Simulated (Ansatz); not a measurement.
The same path of CH3S + H2O (8 atoms, charge 0, multiplicity 2) was run twice with different band settings.

The calculation used UKS BLYP-D4/6-31G* (Ansatz 0.2.0).

Relaxed end points:

```xyz
8
Properties=species:S:1:pos:R:3
H -0.850 -1.434 1.444
S 1.321 -0.347 0.224
C 0.541 1.154 -0.482
O -1.277 -1.479 0.561
H -0.540 0.935 -0.541
H 0.690 2.031 0.168
H 0.917 1.359 -1.497
H -0.802 -2.218 0.122
```

```xyz
8
Properties=species:S:1:pos:R:3
H -0.280 -1.637 0.379
S 1.775 -0.070 0.347
C 0.515 1.013 -0.420
O -1.257 -1.642 0.243
H -0.445 0.488 -0.510
H 0.407 1.906 0.223
H 0.883 1.367 -1.398
H -1.597 -1.425 1.136
```

Common settings: movable images 7; climbing image yes; optimiser quadratic models (default); start path through a guess of the saddle point; force threshold 0.03 eV/Å; iteration limit 60; end points relaxed.

| run | spring |
| --- | --- |
| 1 | 5.0 eV/Å² |
| 2 | 20.0 eV/Å² |

Question: What does each run give, and how far can it be trusted?

Answer: Run 1: converged after 57 iterations, highest image 0.072 eV above the first end. Beside the main top the profile has a ripple of under 15 meV (maxima at images 4, 6), which may be a very shallow well or noise. A vibrational analysis at the climbing image gives one clearly imaginary mode, 157i cm⁻¹: a first-order saddle point.
Run 2: not converged after 60 iterations, highest image 0.119 eV above the first end. The band didn't meet its force threshold, so its energies are provisional: the largest band force was still 0.78 eV/Å, and over the last iterations the top moved between 0.12 and 0.13 eV.
